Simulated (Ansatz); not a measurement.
# Four-centre ligand exchange

Start structure (CH₆BCl, singlet), relaxed at PBE0-D4/def2-TZVP:

```
9
angstrom
B -0.7146 0.1476 -1.7344
Cl 0.5483 1.0657 -2.4908
H -0.6443 -1.0397 -1.7721
H -1.6106 0.7412 -1.2237
H 1.0387 0.3562 0.6747
C 0.4842 -0.1826 1.4431
H 0.2680 0.4919 2.2708
H 1.0833 -1.0200 1.7992
H -0.4531 -0.5603 1.0334
```

The step: BH₂Cl ([BH2][Cl]) + CH₄ → CH₅B ([BH2][CH3]) + HCl; bonds formed: B1–C6, Cl2–H5; bonds broken: B1–Cl2, H5–C6. Program: Ansatz 0.2.0. Basis: def2-TZVPP and def2-QZVPP. Cores are frozen in the correlated methods. Extrapolation: Hartree–Fock as exp(−7.88 √X), correlation as X^−2.97. Energies below are by CCSD(T) at an estimated basis limit (MP2 extrapolated from triple and quadruple zeta, plus CCSD(T) − MP2 in triple zeta).

(1) What are the electronic barrier and the energy of the step, from the start structure to the end structure? (An estimate is asked for; the value comes from the calculation.)

The T1 diagnostic stays at or below 0.011. The start structure is not quite a true minimum (one mode of 46i cm⁻¹). The end structure is not quite a true minimum (one mode of 54i cm⁻¹).

Answers

(1) By the calculation: Barrier 167.5 kJ/mol; step energy 94.0 kJ/mol (uphill); reverse barrier, their difference, 73.4 kJ/mol. Barrier and step energy count from the start structure, the reverse barrier from the end structure.

The saddle point: One imaginary mode of 849i cm⁻¹.
```
  pair  start (Å)  saddle (Å)  end (Å)
 B1–C6       3.41        1.69     1.56
Cl2–H5       3.28        1.50     1.28
B1–Cl2       1.73        2.13     2.68
 H5–C6       1.09        1.48     3.00
```

Zero-point energy (harmonic, PBE0-D4): ZPE is 175.1 kJ/mol at the start and 171.3 kJ/mol at the saddle, so the barrier goes from 167.5 to 163.6 kJ/mol.

Labels in which every atom is bracketed show which atoms are joined, not bond orders.

For scale, one of the runs: CCSD(T)/def2-TZVPP, 188 basis functions, launched by `ansatz run in.yaml --threads 2 --pin off --events-out ev --progress --plain --max-ram 4352MiB`. Hardware: 2 CPU threads of an Arm Neoverse V1, shared host. Wall time 39 s; peak host memory 1.9 GiB.
